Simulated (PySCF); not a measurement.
C₂H₅, SMILES C[CH2] (connectivity only; charge and spin as stated), charge +1, multiplicity 1. Geometry optimised at PBE0-D3(BJ)/def2-TZVP. A frequency run showed that this geometry is not a minimum. The multiplicity is an assumed one; other spin states were not compared. The isomer is the one that the SMILES or the coordinates give; other isomers of the formula were not compared.

TDA-ωB97X/def2-TZVPD (PySCF) puts the lowest singlet excitations at 5.41, 6.70, 8.11, 8.50, 12.15, 12.91 eV.

Question: What are the lowest excitation roots from ADC(2)/aug-cc-pVDZ in PySCF? (An estimate is asked for; the answer gives what the named calculation found.)

Answer: 5.55, 6.78, 7.14, 8.83, 12.07, 12.72 eV. S1 differs by 0.14 eV (second minus first; roots are paired by order, and the bases may differ).
